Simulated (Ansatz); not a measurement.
**fcc Sr**

Calculation: rVV10 (Ansatz, a quantum-chemistry and plane-wave program, PAW).

Run with plane-wave cutoff 500 eV, 20×20×20 k mesh, Fermi–Dirac smearing 0.1 eV, scalar-relativistic PAW data made under PBE.

Cell (relaxed at this level):

```
Sr
1.0
    0.00000     2.97307     2.97307
    2.97307     0.00000     2.97307
    2.97307     2.97307     0.00000
Sr
1
Direct
  0.00000   0.00000   0.00000
```

| Quantity | Result |
|---|---|
| equilibrium volume per atom | 52.56 Å³/atom |
| lattice parameter a | 5.946 Å |

Measured, for comparison: equilibrium volume per atom 55.22 Å³/atom, lattice constant a 6.045 Å (low-temperature or extrapolated to 0 K; zero-point anharmonic expansion removed; as tabulated in Csonka et al. (2009), arXiv:0903.4037). Computed (rounded) less measured: equilibrium volume per atom -4.8 %, lattice constant a -1.6 %.
